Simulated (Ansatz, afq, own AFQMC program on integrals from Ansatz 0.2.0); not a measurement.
AlGeH2, doublet: AFQMC among the cluster methods

```xyz
4

Ge    0.0000    0.0043    0.6697
Al    0.0000   -0.0725   -1.6803
H     0.0000    1.3556   -0.4069
H     0.0000    0.2767   -2.8774
```

Connectivity, by distances: Ge–AlH, 1 bridging H.

Basis cc-pVDZ. Noble-gas cores (and the filled d shells of Ga–Kr and In–Xe) are frozen. AFQMC by an in-house program on the Cholesky factors that Ansatz 0.2.0 writes for its CCSD(T) run. The CISD trial takes its coefficients from CCSD amplitudes. Released means that phaseless walkers are propagated on without the constraint, phases kept. Free projection: walkers drawn from exp(T), propagated without any constraint. Its projection time is finite, and what remains of the start isn't in its error. ± is one standard error of the sampling. No spin–orbit coupling.

Determinant: UHF, the one that the program's search chose, which needn't be the lowest solution. The geometry is a point of a scan.

No full CI on the walks' own integrals is used here; CCSDT(Q) serves as the reference and is uncertain by about the last step of the cluster series.

Cautions: no relativity below Rb; no spin-orbit coupling; inner d shell frozen.

The T1 diagnostic is 0.0235 and the weight of the determinant in the CISD state is 0.869. The ⟨S²⟩ of the determinant is 0.762 and the size of the correlated space is 9 electrons in 36 orbitals.

```
  level  correlation energy (eV)
    MP2                  -3.6920
   CCSD                  -4.5871
CCSD(T)                  -4.7578
```

(1) Estimate where AFQMC with the constraint released lies against CCSD(T) on the same integrals.

(1) 3.4 ± 1.0 kJ/mol below CCSD(T).

Reference: CCSDT(Q), correlation energy -4.805 eV. The released energy is read at 2.40 1/Eh (meV from the phaseless value at times in 1/Eh: -1 ± 12 at 0.24, 3 ± 10 at 0.51, 9 ± 12 at 0.99, 2 ± 10 at 1.62, 14 ± 11 at 2.40).

```json
{"level": "CCSD(T)", "E − E(reference) (kJ/mol)": "4.6", "share of correlation (%)": "99.01"}
{"level": "CCSDT", "E − E(reference) (kJ/mol)": "1.1", "share of correlation (%)": "99.77"}
{"level": "ph-AFQMC/HF", "E − E(reference) (kJ/mol)": "9.6 ± 4.5", "share of correlation (%)": "97.93"}
{"level": "ph-AFQMC/CISD", "E − E(reference) (kJ/mol)": "-0.2 ± 1.3", "share of correlation (%)": "100.05"}
{"level": "released AFQMC", "E − E(reference) (kJ/mol)": "1.2 ± 1.0", "share of correlation (%)": "99.75"}
{"level": "free AFQMC", "E − E(reference) (kJ/mol)": "-1.5 ± 1.4", "share of correlation (%)": "100.32"}
```

Free projections are given only where their last times agree within the noise and don't stop above the reference; a slow remainder of the start can still hide under it. A walk keeps the symmetry of its determinant, which the program's search chose and which needn't be the lowest solution, so a lower state of the same spin and another symmetry isn't excluded. Released energies are given only where the last usable release times agree within the noise; a slower fall can still hide under it.
